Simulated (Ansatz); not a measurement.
# O2 (oxygen): the energy, rung by rung

O2: 2 atoms, total charge 0, spin state triplet. As SMILES, `O=O`. The shape was relaxed beforehand at PBE0/def2-SVP.

```xyz
2

O     0.5076   -0.1642    0.2614
O    -0.5076    0.1642   -0.2614
```

Each level gives the adiabatic electron affinity (to the doublet anion, shapes relaxed at PBE0/def2-SVP, no zero-point term) (eV). The values are calculated.

The electron affinity is E(neutral) − E(anion): positive where the electron is bound.

| level | kind | program | value (eV) | less CCSD(T)/def2-TZVPP |
| --- | --- | --- | --- | --- |
| U-r2SCAN/def2-TZVPP | meta-GGA | Ansatz | -0.10 | -0.01 |
| UB3LYP/def2-TZVPP | global hybrid | Ansatz | 0.20 | +0.29 |
| U-wB97M-V/def2-TZVPP | range-separated hybrid | Ansatz | 0.04 | +0.13 |
| UCAM-B3LYP/def2-TZVPP | range-separated hybrid | Ansatz | 0.18 | +0.27 |
| UB2PLYP/def2-TZVPP | double hybrid | Ansatz | 0.01 | +0.10 |
| RPA@PBE/def2-TZVPP | RPA | Ansatz | 0.18 | +0.27 |
| UMP2/def2-TZVPP | perturbation theory | Ansatz | -0.09 | 0.00 |
| UCCSD(T)/def2-TZVPP | coupled cluster or CI | Ansatz | -0.09 | 0.00 |

UCCSD(T)/def2-TZVPP is the highest level here, not the true value. The values span -0.10 to 0.20 eV.
